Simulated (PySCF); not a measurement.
# C5H7F: the cost of one run

Programs: PySCF 2.14.0, with density-fitted response routines of our own. Each step states its level of theory. These are calculated values for one molecule in the gas phase, unless marked as measured. Atoms count from 0, in the outputs and in this text.

## Step 1: Starting geometry

13 atoms, charge 0, multiplicity 1; geometry from: GFN2-xTB. The atoms were then displaced at random by about 0.01 Å, so the start is not that level's minimum.

Bonds of the start (Å): C0–C1 1.47, C1–C2 1.32, C2–C3 1.49, C3–C4 1.30, C4–F5 1.35, C0–H6 1.09, C0–H7 1.06, C0–H8 1.13, C1–H9 1.08, C2–H10 1.09, C3–H11 1.07, C4–H12 1.07.

## Step 2: Relaxing the molecule at PBE0-D3(BJ)/def2-SVP

The job: settings as JSON, then the geometry in Å.

```
{"job": {"xc": "PBE0", "basis": "def2-SVP", "d3": "d3bj", "grid": 1, "shake": 0.01, "kind": "geom"}, "charge": 0, "multiplicity": 1}
C     -2.318060    -0.127610    -0.060100
C     -0.966030     0.391930    -0.325070
C      0.131040    -0.184660     0.120740
C      1.509740     0.322790    -0.138590
C      2.572780    -0.271490     0.313660
F      3.796460     0.228870     0.059590
H     -2.832100    -0.325230    -1.005430
H     -2.307320    -0.995860     0.541210
H     -2.926840     0.667110     0.465610
H     -0.893650     1.291170    -0.914520
H      0.079470    -1.082700     0.739630
H      1.570810     1.215950    -0.728600
H      2.589540    -1.147150     0.921540
```

The run is started by

```bash
OMP_NUM_THREADS=1 python probes_run.py task.json out
```

This one command runs all jobs of the session in turn.

Q: Estimate the wall time and peak memory of this first job on 1 thread of Arm Neoverse N1, shared host.

About 79 s, with a peak of 0.49 GiB.
